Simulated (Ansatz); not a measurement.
Chalcopyrite CuGaSe2 was calculated with r²SCAN-D4 in Ansatz (PAW).

Numerical settings: plane-wave cutoff 560 eV, 8×8×8 k mesh, Fermi–Dirac smearing 0.01 eV, no spin polarisation, scalar-relativistic PAW data made under PBE.

Shape and atoms are relaxed at each volume.

The direct gap at Γ against volume; x = 100 ln(V/21.529 Å³). One gap is withheld.

```
V (Å³/atom)      x  gap (eV)
-----------  -----  --------
20.668       -4.08         ?
21.098       -2.02     0.721
21.529        0.00     0.626
21.960        1.98     0.536
22.390        3.92     0.451
```

**Question.** Fit a straight line to the rows shown, give the volume deformation potential and predict the withheld gap.

**Answer.** Means of the 4 rows: x̄ = 0.970, ȳ = 0.5835 eV. Σ(x − x̄)(y − ȳ) = -0.8912 and Σ(x − x̄)² = 19.604, so the slope is -0.0455 eV per unit of x, and dE_g/d ln V = -4.5 eV. At x = -4.08: 0.5835 + (-0.0455) × (-4.08 − (0.970)) = 0.813 eV. The run gives 0.822 eV, 0.009 eV above the line, as the curve bends the same way over all rows.

Measured, for comparison: band gap 1.67 eV (temperature not stated, no zero-point or thermal correction, direct or pseudo-direct at Γ; as tabulated in Ghosh et al. (2024), arXiv:2401.16805).

Spin–orbit coupling is not included.

Note: the bulk modulus comes from volumes at which shape and atoms were relaxed.

Ansatz is a program for electronic structure.
